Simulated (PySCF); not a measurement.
# ClH3SSi (ClH2Si(SH)): the cost of one run

Programs: PySCF 2.14.0, with density-fitted response routines of our own. Each step states its level of theory. These are calculated values for one molecule in the gas phase, unless marked as measured. Atoms count from 0, in the outputs and in this text.

**1. The molecule as given**

6 atoms, charge 0, multiplicity 1; geometry from: GFN2-xTB. The atoms were then displaced at random by about 0.01 Å, so the start is not that level's minimum.

Bonds of the start (Å): S0–Si1 2.18, Si1–Cl2 2.02, S0–H3 1.35, Si1–H4 1.45, Si1–H5 1.45.

**2. Geometry optimisation at PBE0-D3(BJ)/def2-SVP**

Job settings and geometry (Å):

```
{"job": {"xc": "PBE0", "basis": "def2-SVP", "d3": "d3bj", "grid": 1, "shake": 0.01, "kind": "geom"}, "charge": 0, "multiplicity": 1}
S      1.544620    -0.475750    -0.547370
Si    -0.539680    -0.203480     0.011880
Cl    -1.056050     1.747210    -0.022980
H      2.046140     0.561890     0.150140
H     -1.264650    -0.956760    -0.999500
H     -0.706220    -0.703130     1.363170
```

The run is started by

```bash
> OMP_NUM_THREADS=1 python probes_run.py task.json out
```

One launch serves the whole session: the jobs run in the order shown.

**Question.** How long does this first job take on 1 thread of Arm Neoverse V1, shared host, and how much memory does it need?

About 11 s, with a peak of 0.31 GiB.
